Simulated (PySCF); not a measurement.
Two-photon absorption: SMILES Nc1ccco1, C₄H₅NO

Geometry (Å), atoms numbered from 1 in this order:
```xyz
11

N     2.0256    0.0532   -0.1654
C     0.6484   -0.0087   -0.0596
C    -0.3012    0.9725   -0.0310
C    -1.5496    0.2968   -0.0101
C    -1.2694   -1.0290   -0.0277
O     0.0749   -1.2273   -0.0530
H     2.4346    0.8741    0.2534
H     2.4840   -0.8041    0.1072
H    -0.1342    2.0293   -0.0278
H    -2.5199    0.7489    0.0157
H    -1.8878   -1.9031   -0.0277
```

Theory: TDDFT PBE0/aug-cc-pVDZ excited states, vertical, gas phase in PySCF. Geometry: GFN2-xTB.

States above about 5.5 eV (minus the energy of the highest occupied orbital) lie near or above the ionisation threshold and depend on the basis.

Problem. How strongly do the lowest singlets absorb one photon, and two photons of half the energy?

Solution. δ for parallel linear polarisation; σ at the peak of a Lorentzian of half width 0.1 eV, single beam; Ω is circular over linear.
| state | E (eV) | f | photon λ (nm) | δ (au) | σ (GM) | Ω | main |
| --- | --- | --- | --- | --- | --- | --- | --- |
| S1 | 4.29 | 0.005 | 578 | 75.7 | 0.51 | 1.17 | HOMO→LUMO 0.98 |
| S2 | 4.94 | 0.004 | 502 | 214 | 1.91 | 1.46 | HOMO→LUMO+1 0.98 |
| S3 | 5.15 | 0.010 | 482 | 51.7 | 0.50 | 1.29 | HOMO→LUMO+2 0.98 |
| S4 | 5.53 | 0.210 | 448 | 169 | 1.89 | 0.40 | HOMO→LUMO+3 0.96 |
| S5 | 5.63 | 0.002 | 440 | 62.8 | 0.73 | 1.48 | HOMO→LUMO+4 0.86, HOMO→LUMO+5 0.12 |
